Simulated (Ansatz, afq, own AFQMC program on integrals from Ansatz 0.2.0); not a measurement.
**GeH4, singlet in cc-pVDZ, levels against CCSDT(Q)**

```xyz
5

Ge    0.0000    0.0000    0.0000
H     0.8843    0.8872    0.8860
H    -0.8879   -0.8840    0.8857
H    -0.8838    0.8845   -0.8892
H     0.8874   -0.8877   -0.8825
```

Basis cc-pVDZ. Only valence electrons are correlated. AFQMC by an in-house program on the Cholesky factors that Ansatz 0.2.0 writes for its CCSD(T) run. ph-AFQMC/CISD is guided by a CISD state made of CCSD amplitudes; releasing the constraint for a short imaginary time cuts its bias at the price of noise, slowly where states lie close. Free AFQMC starts from the CCSD state and is never constrained. Its projection time is finite, and what remains of the start isn't in its error. ± is one standard error of the sampling. No spin–orbit coupling.

Determinant: RHF, the one that the program's search chose, which needn't be the lowest solution. The geometry is a PBE0/def2-TZVP stationary point of this or a neighbouring charge and spin state.

No full CI on the walks' own integrals is used here; CCSDT(Q) serves as the reference and is uncertain by about the last step of the cluster series.

Cautions: no relativity below Rb; no spin-orbit coupling; inner d shell frozen.

The T1 diagnostic is 0.0094. The weight of the determinant in the CISD state is 0.922 and the size of the correlated space is 8 electrons in 33 orbitals.

Reference: CCSDT(Q), correlation energy -3.955 eV. The released energy is read at 2.40 1/Eh (meV from the phaseless value at times in 1/Eh: 3 ± 3 at 0.24, 2 ± 3 at 0.51, -4 ± 3 at 0.99, -3 ± 3 at 1.62, -8 ± 4 at 2.40).

```
         level  E − E(reference) (kcal/mol)  share of correlation (%)
            HF                        91.20                      0.00
           MP2                        20.62                     77.39
          CCSD                         1.87                     97.95
       CCSD(T)                         0.39                     99.58
         CCSDT                         0.04                     99.96
   ph-AFQMC/HF                 -0.46 ± 0.63                    100.51
 ph-AFQMC/CISD                  0.08 ± 0.08                     99.91
released AFQMC                 -0.09 ± 0.09                    100.10
    free AFQMC                 -0.01 ± 0.19                    100.01
```

Free projections are given only where their last times agree within the noise and don't stop above the reference; a slow remainder of the start can still hide under it. A walk keeps the symmetry of its determinant, which the program's search chose and which needn't be the lowest solution, so a lower state of the same spin and another symmetry isn't excluded. Released energies are given only where the last usable release times agree within the noise; a slower fall can still hide under it.
